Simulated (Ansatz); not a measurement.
Geometry optimisation, Ansatz, RKS PBE0-D4/cc-pVDZ.

Input file:

```yaml
crystal:
  periodic: [false, false, false]
  atoms:
    - { symbol: Si, position_ang: [0.288345, 0.037763, -0.115866] }
    - { symbol: H, position_ang: [0.103794, -0.044908, 1.345023] }
    - { symbol: H, position_ang: [1.756123, 0.00506, -0.416272] }
    - { symbol: F, position_ang: [-0.253247, 1.486701, -0.673029] }
    - { symbol: H, position_ang: [-0.392588, -1.08824, -0.818182] }
    - { symbol: O, position_ang: [-2.3983, 0.024144, 0.922978] }
    - { symbol: H, position_ang: [-2.69324, -0.893111, 0.827058] }
    - { symbol: H, position_ang: [-1.736087, -0.034909, 1.64929] }
basis:
  gaussian: { orbitals: cc-pVDZ }
hamiltonian:
  xc: pbe0
  dispersion: d4
relax:
  f_tol: 0.03
  max_steps: 50
```

Launched with:

```bash
$ ansatz run input.yaml --threads 1 --pin off --max-ram 2048MiB --backend cpu --events-out ev --progress --plain --runs-dir out
```

Where does it end, and by what steps?

The forces met the threshold. The force dipped under the threshold on the way, but the program's further checks kept it going. After 26 steps the energy has fallen by 0.229 eV; H8 moved furthest, 1.30 Å.

| step | energy less start (eV) | largest force component (eV/Å) | accepted |
| --- | --- | --- | --- |
| 0 | 0.0000 | 0.775 | yes |
| 1 | -0.0397 | 0.856 | yes |
| 2 | -0.0590 | 0.853 | yes |
| 3 | -0.0779 | 0.089 | yes |
| 4 | -0.0795 | 0.084 | yes |
| 5 | -0.0065 | 2.526 | no |
| 6 | -0.0884 | 0.093 | yes |
| 7 | -0.0880 | 0.754 | no |
| 8 | -0.0915 | 0.128 | yes |
| 9 | -0.0949 | 0.180 | yes |
| 10 | -0.0992 | 0.266 | yes |
| 11 | -0.1033 | 0.568 | yes |
| 12 | -0.1193 | 0.238 | yes |
| 13 | -0.1081 | 1.379 | no |
| 14 | -0.1311 | 0.117 | yes |
| 15 | -0.1452 | 0.185 | yes |
| 16 | -0.1502 | 0.991 | yes |
| 17 | -0.1689 | 0.562 | yes |
| 18 | -0.2005 | 0.078 | yes |
| 19 | -0.2113 | 0.530 | yes |
| 20 | -0.2207 | 0.112 | yes |
| 21 | -0.2230 | 0.071 | yes |
| 22 | -0.2203 | 0.611 | no |
| 23 | -0.2270 | 0.029 | yes |
| 24 | -0.2270 | 0.327 | yes |
| 25 | -0.2284 | 0.030 | yes |
| 26 | -0.2287 | 0.023 | yes |

```xyz
8
Properties=species:S:1:pos:R:3
Si 0.335 -0.083 -0.090
H 0.455 -0.762 1.233
H 1.697 0.330 -0.554
F -0.493 1.350 0.095
H -0.327 -0.918 -1.129
O -2.386 -0.451 0.804
H -2.309 -0.465 1.766
H -2.298 0.492 0.597
```

Whether the end is a true minimum wasn't checked by a vibrational analysis.

Time of the run: 68 s on 1 thread of Arm Neoverse V1, with other jobs on the host, peak memory 0.14 GiB.
